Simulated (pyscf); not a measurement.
Elementary routes open to H₂N–BH–OH (SMILES NBO) in the gas phase (singlet surface):
A. HB=NH (SMILES B=N) + H₂O (SMILES O) (B–O, H–N broken; H–O formed)
B. HB=O (SMILES B=O) + NH₃ (SMILES N) (B–N, H–O broken; H–N formed)

Structures and frequencies: ωB97X-D3(BJ)/def2-SVP in PySCF. Correlated levels are frozen-core, on RHF or UHF. ΔMP2 is the change of the MP2 total energy from the triple- to the quadruple-zeta basis.

Rank the routes by free-energy barrier at 900 K, lowest first, for CCSD(T)/def2-TZVPP + ΔMP2(QZVPP) energies (ideal gas, 1 atm, RRHO with modes under 100 cm⁻¹ raised to 100, one conformer, R ln 2 for chiral ones without a mode under 150 cm⁻¹).

B (48.6 kcal/mol), A (63.8 kcal/mol)

Route B is the fastest of these, ahead of the next by 15.2 kcal/mol. The most stable products are those of B (ΔG = +7.0 kcal/mol), so kinetics and thermodynamics agree. At 298 K B is still the fastest. A: On the product side the descent ends in an adduct with a B–O contact, 1.1 kcal/mol over the separated species and 3.1 kcal/mol under the saddle at ωB97X-D3(BJ)/def2-TZVP. B: On the reactant side the descent ends in a point that may be a rotor saddle (no frequency run), 1.8 kcal/mol over the lowest minimum found and 48.4 kcal/mol under the saddle at ωB97X-D3(BJ)/def2-TZVP. On the product side the descent ends in an adduct with a B–N contact, 8.2 kcal/mol under the separated species and 17.8 kcal/mol under the saddle at ωB97X-D3(BJ)/def2-TZVP. Only these routes are compared; each barrier is that of the saddle found, and lower ones may exist. The CCSD(T) − MP2 part came from Ansatz, without density fitting, on the same reference.
